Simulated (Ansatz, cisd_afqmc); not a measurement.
System: H2F, charge 0, doublet.
HTBH set geometry:
```
F
H 1 1.4662
H 2 0.7746 1 152.03
```
Charge 0, spin multiplicity 2.

Total energies in aug-cc-pVTZ, 9 correlated electrons, 1 frozen orbitals. Radicals and triplets start from unrestricted determinants; spin-orbit coupling is neglected. Correlated methods leave the cores frozen. No relativity. AFQMC/CISD: phaseless, guided by CISD from CCSD amplitudes; bars are statistical, one sigma. Outlying blocks are dropped, and bars are widened where a walk drifts. Over all cases where full CI ran beside it in this data, AFQMC minus full CI had a median of +0.1 mEh and passed +0.4 mEh in a tenth of the cases.

```csv
method,program,energy (Eh),minus CCSDT(Q) (mEh)
HF,Ansatz,-100.51906,279.38
MP2,Ansatz,-100.76966,28.79
CCSD,Ansatz,-100.79141,7.04
CCSD(T),Ansatz,-100.79767,0.78
CCSDT(Q),Ansatz,-100.79845,0.00
AFQMC/CISD,cisd_afqmc,-100.7979 ± 0.0002,0.5 ± 0.2
```

Rough core times of Ansatz's runs on a shared machine: CCSD(T) under 20 s, CCSDT(Q) 5 min.

Ansatz is a quantum-chemistry and plane-wave program.
